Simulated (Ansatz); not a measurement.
**CH₂ClN: how energies converge with the basis set**

Aim: see how fast density functionals converge with the basis set for CH₂ClN.

Method: one geometry, several basis sets; program: Ansatz 0.2.0, Gaussian basis.

Plan: PBE0-D4/def2-SVP; ωB97M-V/def2-SVP; PBE0-D4/def2-QZVPP; ωB97M-V/def2-QZVPP; the functionals' def2-TZVPP values are taken from earlier runs.

## 1. Structure used throughout

All runs share one geometry, relaxed beforehand with PBE0-D4 in a triple-zeta def2 set.

SMILES `N=CCl`, 5 atoms, charge 0, spin multiplicity 1.

Atoms are counted from 1 here; the program's logs count them from 0.

Bond lengths: N1–C2 1.247 Å, N1–H4 1.019 Å, C2–Cl3 1.729 Å, C2–H5 1.091 Å. Angles: C2–N1–H4 110.5°, N1–C2–Cl3 121.0°, N1–C2–H5 128.0°, Cl3–C2–H5 111.0°.

## 2. PBE0-D4 in def2-SVP

in.yaml

```yaml
crystal:
  periodic: [false, false, false]
  atoms:
    - {symbol: N, position_ang: [-0.754770, -0.588442, -0.272244]}
    - {symbol: C, position_ang: [0.240916, 0.066214, 0.096646]}
    - {symbol: Cl, position_ang: [1.513065, -0.680338, 0.999044]}
    - {symbol: H, position_ang: [-1.400563, 0.006384, -0.789179]}
    - {symbol: H, position_ang: [0.451252, 1.122581, -0.075569]}
basis:
  gaussian: {orbitals: def2-SVP}
hamiltonian: {xc: pbe0, dispersion: d4}
output: {orbitals: {seedname: orbitals}}
```

The runs that follow: ωB97M-V in def2-SVP; PBE0-D4 in def2-QZVPP; ωB97M-V in def2-QZVPP.

Before running them: what should the planned runs give, taken together? Wanted: PBE0-D4: double and triple zeta above quadruple; ωB97M-V: double and triple zeta above quadruple.

The runs gave:

```
                                       quantity          value
PBE0-D4: double and triple zeta above quadruple  7.84, 0.52 eV
ωB97M-V: double and triple zeta above quadruple  7.89, 0.49 eV
```

**Reading.** PBE0-D4 gains 7.33 eV from double to triple zeta, then 0.52 eV more. These are total energies; as a rule much of such shifts cancels in differences, which this series doesn't test. The LUMO of ωB97M-V is positive and keeps falling with the basis (1.99 to 1.42 eV): an unbound level that the basis holds in place.
